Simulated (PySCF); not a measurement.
# C3H3F3 (SMILES F/C=C(/F)CF) at MP2/ANO-RCC-VDZ (sfX2C)

Aim: the vertical ionisation energy of C3H3F3 at MP2/ANO-RCC-VDZ (sfX2C), from 2 runs. The job is set up through a Python script.

The calculation is run with PySCF 2.14.0.

**1. The structure to begin with**

The species is C3H3F3 (9 atoms), meant as a singlet with charge 0. As SMILES, `F/C=C(/F)CF`. Geometry: relaxed at PBE0-D4/def2-TZVP. This is one conformer, not always the lowest.

Bond lengths: F1–C2 1.333 Å, C2–C3 1.324 Å, C3–F4 1.340 Å, C3–C5 1.478 Å, C5–F6 1.382 Å, C2–H7 1.083 Å, C5–H8 1.094 Å, C5–H9 1.091 Å. Some angles: F1–C2–C3 121.3°, C2–C3–F4 118.0°, C2–C3–C5 126.9°, F4–C3–C5 115.0°, C3–C5–F6 110.7°, F1–C2–H7 114.5°, C3–C2–H7 124.2°, C3–C5–H8 110.0°, C3–C5–H9 109.9°, F6–C5–H8 107.6°.

**2. The energy at MP2/ANO-RCC-VDZ (sfX2C)**

Contents of run.py:

```python
from pyscf import gto, scf, mp

mol = gto.Mole()
mol.atom = [
    ('F', (-1.763900, -1.116100, 0.099900)),
    ('C', (-0.618800, -1.106900, -0.581600)),
    ('C', (0.313600, -0.196800, -0.346900)),
    ('F', (1.436400, -0.242200, -1.077100)),
    ('C', (0.268300, 0.880400, 0.664000)),
    ('F', (0.191400, 2.119100, 0.055000)),
    ('H', (-0.529300, -1.894100, -1.319400)),
    ('H', (1.180500, 0.864700, 1.268600)),
    ('H', (-0.604000, 0.749500, 1.306400)),
]
mol.charge = 0
mol.verbose = 4
mol.max_memory = 1860
mol.basis = 'ano-rcc-vdz'
mol.build()

hf = scf.RHF(mol)
hf = hf.sfx2c1e()
hf.conv_tol = 1e-10
hf.kernel()
if not hf.converged:
    hf = hf.newton().run(hf.mo_coeff, hf.mo_occ)

pt = mp.MP2(hf, frozen=6).run()
e_final = pt.e_tot
print('E(%s) = %.9f' % ('MP2', e_final))
```

On the command line:

```bash
OMP_NUM_THREADS=1 python run.py
```

The program printed:

```text
PySCF version 2.14.0

[INPUT] num. atoms = 9
[INPUT] num. electrons = 48
[INPUT] charge = 0
[INPUT] spin (= nelec alpha-beta = 2S) = 0
[INPUT] symmetry False subgroup None
[INPUT] Mole.unit = angstrom
[INPUT] Symbol           X                Y                Z      unit          X                Y                Z       unit  Magmom
[INPUT]  1 F     -1.763900000000  -1.116100000000   0.099900000000 AA   -3.333287911120  -2.109123327627   0.188783639844 Bohr   0.0
[INPUT]  2 C     -0.618800000000  -1.106900000000  -0.581600000000 AA   -1.169362525881  -2.091737847281  -1.099064714047 Bohr   0.0
[INPUT]  3 C      0.313600000000  -0.196800000000  -0.346900000000 AA    0.592618112664  -0.371898101314  -0.655545992612 Bohr   0.0
[INPUT]  4 F      1.436400000000  -0.242200000000  -1.077100000000 AA    2.714402605325  -0.457691667370  -2.035424008769 Bohr   0.0
[INPUT]  5 C      0.268300000000   0.880400000000   0.664000000000 AA    0.507013519221   1.663714880067   1.254778146711 Bohr   0.0
[INPUT]  6 F      0.191400000000   2.119100000000   0.055000000000 AA    0.361693580242   4.004518630566   0.103934936851 Bohr   0.0
[INPUT]  7 H     -0.529300000000  -1.894100000000  -1.319400000000 AA   -1.000232037732  -3.579330252539  -2.493304648751 Bohr   0.0
[INPUT]  8 H      1.180500000000   0.864700000000   1.268600000000 AA    2.230821690049   1.634046179911   2.397306561623 Bohr   0.0
[INPUT]  9 H     -0.604000000000   0.749500000000   1.306400000000 AA   -1.141394579237   1.416349730362   2.468738209132 Bohr   0.0

nuclear repulsion = 237.25652198656
number of shells = 15
number of NR pGTOs = 270
number of NR cGTOs = 60
basis = ano-rcc-vdz
ecp = {}

******** <class 'pyscf.x2c.sfx2c1e.sfX2C1eRHF'> ********
method = sfX2C1eRHF
initial guess = minao
damping factor = 0
level_shift factor = 0
DIIS = <class 'pyscf.scf.diis.CDIIS'>
diis_start_cycle = 1
diis_space = 8
diis_damp = 0
SCF conv_tol = 1e-10
SCF conv_tol_grad = None
SCF max_cycles = 50
direct_scf = True
direct_scf_tol = 1e-13

******** <class 'pyscf.x2c.sfx2c1e.SpinFreeX2CHelper'> ********
approx = 1e
xuncontract = 1
Set gradient conv threshold to 1e-05
Initial guess from minao.
init E= -415.091510087582
  HOMO = -0.216836904260412  LUMO = 0.0756817840029811  gap/eV = 7.95984
cycle= 1 E= -413.769652628093  delta_E= 1.32  |g|= 0.741  |ddm|= 4.18
  HOMO = -0.480407512432265  LUMO = 0.0292849357883913  gap/eV = 13.86944
cycle= 2 E= -413.879072377918  delta_E= -0.109  |g|= 0.474  |ddm|= 1.32
  HOMO = -0.436383802613045  LUMO = 0.0819953409919481  gap/eV = 14.10581
cycle= 3 E= -413.921265756714  delta_E= -0.0422  |g|= 0.0632  |ddm|= 0.502
  HOMO = -0.418508569345109  LUMO = 0.0890019220301834  gap/eV = 13.81006
cycle= 4 E= -413.922665963282  delta_E= -0.0014  |g|= 0.018  |ddm|= 0.118
  HOMO = -0.42305541148532  LUMO = 0.0885088721987177  gap/eV = 13.92037
cycle= 5 E= -413.922812985797  delta_E= -0.000147  |g|= 0.00437  |ddm|= 0.043
  HOMO = -0.422725671950959  LUMO = 0.0885520161708815  gap/eV = 13.91257
cycle= 6 E= -413.922825665547  delta_E= -1.27e-05  |g|= 0.00152  |ddm|= 0.0143
  HOMO = -0.422553957553798  LUMO = 0.0885850299360196  gap/eV = 13.90880
cycle= 7 E= -413.922826468675  delta_E= -8.03e-07  |g|= 0.000469  |ddm|= 0.00255
  HOMO = -0.422529380622211  LUMO = 0.0886016453625889  gap/eV = 13.90858
cycle= 8 E= -413.922826574234  delta_E= -1.06e-07  |g|= 9.17e-05  |ddm|= 0.0011
  HOMO = -0.422543710021526  LUMO = 0.0886015014185002  gap/eV = 13.90897
cycle= 9 E= -413.922826578509  delta_E= -4.28e-09  |g|= 3.26e-05  |ddm|= 0.000227
  HOMO = -0.422540174687027  LUMO = 0.088600821196652  gap/eV = 13.90885
cycle= 10 E= -413.922826579144  delta_E= -6.34e-10  |g|= 1.12e-05  |ddm|= 9.47e-05
  HOMO = -0.422541260092613  LUMO = 0.0886004436048515  gap/eV = 13.90887
cycle= 11 E= -413.922826579259  delta_E= -1.15e-10  |g|= 3.67e-06  |ddm|= 5.19e-05
  HOMO = -0.422541342708769  LUMO = 0.0886003817797287  gap/eV = 13.90887
cycle= 12 E= -413.922826579265  delta_E= -5.91e-12  |g|= 1.31e-06  |ddm|= 9.88e-06
  HOMO = -0.422541187995104  LUMO = 0.0886003907263269  gap/eV = 13.90887
Extra cycle  E= -413.922826579266  delta_E= -5.68e-13  |g|= 7.81e-07  |ddm|= 2.66e-06
converged SCF energy = -413.922826579266

******** <class 'pyscf.mp.mp2.RMP2'> ********
nocc = 18, nmo = 54
frozen orbitals 6
E(RMP2) = -414.526080364603  E_corr = -0.603253785337609
E(SCS-RMP2) = -414.511712931846  E_corr = -0.588886352580647
E_corr(same-spin) = -0.155790219028251
E_corr(oppo-spin) = -0.447463566309358
E(MP2) = -414.526080365
```

Wall time 6.6 s (1 thread of Intel Xeon at 2.60GHz (Ice Lake), shared host); peak memory 0.17 GiB.

**3. The doublet cation at the same level**

Contents of input.py:

```python
from pyscf import gto, mp

mol = gto.Mole()
mol.atom = [
    ('F', (-1.763900, -1.116100, 0.099900)),
    ('C', (-0.618800, -1.106900, -0.581600)),
    ('C', (0.313600, -0.196800, -0.346900)),
    ('F', (1.436400, -0.242200, -1.077100)),
    ('C', (0.268300, 0.880400, 0.664000)),
    ('F', (0.191400, 2.119100, 0.055000)),
    ('H', (-0.529300, -1.894100, -1.319400)),
    ('H', (1.180500, 0.864700, 1.268600)),
    ('H', (-0.604000, 0.749500, 1.306400)),
]
mol.spin = 1
mol.verbose = 4
mol.charge = 1
mol.max_memory = 1860
mol.basis = 'ano-rcc-vdz'
mol.build()

mf = mol.UHF()
mf = mf.x2c()
mf.conv_tol = 1e-10
mf.kernel()
if not mf.converged:
    mf = mf.newton().run(mf.mo_coeff, mf.mo_occ)

pt = mp.MP2(mf, frozen=6).run()
e_tot = pt.e_tot
print('E = %.10f Eh' % e_tot)
```

On the command line:

```bash
OMP_NUM_THREADS=1 python input.py
```

The program printed:

```text
PySCF version 2.14.0

[INPUT] num. atoms = 9
[INPUT] num. electrons = 47
[INPUT] charge = 1
[INPUT] spin (= nelec alpha-beta = 2S) = 1
[INPUT] symmetry False subgroup None
[INPUT] Mole.unit = angstrom
[INPUT] Symbol           X                Y                Z      unit          X                Y                Z       unit  Magmom
[INPUT]  1 F     -1.763900000000  -1.116100000000   0.099900000000 AA   -3.333287911120  -2.109123327627   0.188783639844 Bohr   0.0
[INPUT]  2 C     -0.618800000000  -1.106900000000  -0.581600000000 AA   -1.169362525881  -2.091737847281  -1.099064714047 Bohr   0.0
[INPUT]  3 C      0.313600000000  -0.196800000000  -0.346900000000 AA    0.592618112664  -0.371898101314  -0.655545992612 Bohr   0.0
[INPUT]  4 F      1.436400000000  -0.242200000000  -1.077100000000 AA    2.714402605325  -0.457691667370  -2.035424008769 Bohr   0.0
[INPUT]  5 C      0.268300000000   0.880400000000   0.664000000000 AA    0.507013519221   1.663714880067   1.254778146711 Bohr   0.0
[INPUT]  6 F      0.191400000000   2.119100000000   0.055000000000 AA    0.361693580242   4.004518630566   0.103934936851 Bohr   0.0
[INPUT]  7 H     -0.529300000000  -1.894100000000  -1.319400000000 AA   -1.000232037732  -3.579330252539  -2.493304648751 Bohr   0.0
[INPUT]  8 H      1.180500000000   0.864700000000   1.268600000000 AA    2.230821690049   1.634046179911   2.397306561623 Bohr   0.0
[INPUT]  9 H     -0.604000000000   0.749500000000   1.306400000000 AA   -1.141394579237   1.416349730362   2.468738209132 Bohr   0.0

nuclear repulsion = 237.25652198656
number of shells = 15
number of NR pGTOs = 270
number of NR cGTOs = 60
basis = ano-rcc-vdz
ecp = {}

******** <class 'pyscf.x2c.sfx2c1e.sfX2C1eUHF'> ********
method = sfX2C1eUHF
initial guess = minao
damping factor = 0
level_shift factor = 0
DIIS = <class 'pyscf.scf.diis.CDIIS'>
diis_start_cycle = 1
diis_space = 8
diis_damp = 0
SCF conv_tol = 1e-10
SCF conv_tol_grad = None
SCF max_cycles = 50
direct_scf = True
direct_scf_tol = 1e-13
number electrons alpha = 24  beta = 23

******** <class 'pyscf.x2c.sfx2c1e.SpinFreeX2CHelper'> ********
approx = 1e
xuncontract = 1
Set gradient conv threshold to 1e-05
init E= -415.091510087582
[... the frontier-level lines of each cycle are left out ...]

cycle= 1 E= -413.267732257965  delta_E= 1.82  |g|= 0.667  |ddm|=  2.9
cycle= 2 E= -413.460636314131  delta_E= -0.193  |g|= 0.448  |ddm|= 1.48
cycle= 3 E= -413.539427495355  delta_E= -0.0788  |g|= 0.0743  |ddm|= 0.545
cycle= 4 E= -413.542571059818  delta_E= -0.00314  |g|= 0.021  |ddm|= 0.101
cycle= 5 E= -413.543143104154  delta_E= -0.000572  |g|= 0.00806  |ddm|= 0.059
cycle= 6 E= -413.543233835691  delta_E= -9.07e-05  |g|= 0.00446  |ddm|= 0.0184
cycle= 7 E= -413.543269504043  delta_E= -3.57e-05  |g|= 0.00215  |ddm|= 0.0125
cycle= 8 E= -413.54328204246  delta_E= -1.25e-05  |g|= 0.000924  |ddm|= 0.00931
cycle= 9 E= -413.543284444619  delta_E= -2.4e-06  |g|= 0.000398  |ddm|= 0.00429
cycle= 10 E= -413.543284771281  delta_E= -3.27e-07  |g|= 0.000158  |ddm|= 0.00166
cycle= 11 E= -413.543284824016  delta_E= -5.27e-08  |g|= 6.84e-05  |ddm|= 0.000654
cycle= 12 E= -413.543284832798  delta_E= -8.78e-09  |g|= 4.24e-05  |ddm|= 0.000225
cycle= 13 E= -413.543284835627  delta_E= -2.83e-09  |g|= 1.9e-05  |ddm|= 0.000137
cycle= 14 E= -413.543284836529  delta_E= -9.03e-10  |g|= 9.17e-06  |ddm|= 8.38e-05
cycle= 15 E= -413.543284836704  delta_E= -1.74e-10  |g|= 5.47e-06  |ddm|= 3.33e-05
cycle= 16 E= -413.543284836759  delta_E= -5.54e-11  |g|= 2.57e-06  |ddm|= 2.05e-05
Extra cycle  E= -413.543284836768  delta_E= -8.87e-12  |g|= 1.73e-06  |ddm|= 4.98e-06
converged SCF energy = -413.543284836768  <S^2> = 0.75567149  2S+1 = 2.0056635

******** <class 'pyscf.mp.ump2.UMP2'> ********
nocc = (np.int64(18), np.int64(17)), nmo = (54, 54)
frozen orbitals 6
E(UMP2) = -414.127326433629  E_corr = -0.584041596861073
E(SCS-UMP2) = -414.110141195678  E_corr = -0.566856358910038
E_corr(same-spin) = -0.154607950757595
E_corr(oppo-spin) = -0.429433646103478
E = -414.1273264336 Eh
```

Wall time 6.9 s (1 thread of Intel Xeon at 2.60GHz (Ice Lake), shared host); peak memory 0.17 GiB.

**4. What came out**

Level: MP2/ANO-RCC-VDZ (sfX2C), 6 core orbitals frozen.

| quantity | value |
| --- | --- |
| singlet C3H3F3: total energy | -414.52608 Eh |
| singlet C3H3F3: dipole moment (Hartree–Fock density) | 2.60 D |
| singlet C3H3F3: HOMO energy (Hartree–Fock orbitals) | -11.50 eV |
| singlet C3H3F3: LUMO energy (Hartree–Fock orbitals) | 2.41 eV |
| singlet C3H3F3: HOMO–LUMO gap (Hartree–Fock orbitals) | 13.91 eV |
| singlet C3H3F3: correlation energy (6 core orbitals frozen) | -603.3 mEh |
| doublet cation: total energy | -414.12733 Eh |
| doublet cation: HOMO energy (Hartree–Fock orbitals) (highest over α and β) | -20.57 eV |
| doublet cation: LUMO energy (Hartree–Fock orbitals) (lowest over α and β) | -9.19 eV |
| doublet cation: correlation energy (6 core orbitals frozen) | -584.0 mEh |
| doublet cation: ⟨S²⟩ of the reference determinant | 0.756 |
| vertical ionisation energy (to the doublet cation) | 10.851 eV |

In words: Removing an electron at fixed nuclei costs 10.85 eV (250 kcal/mol).
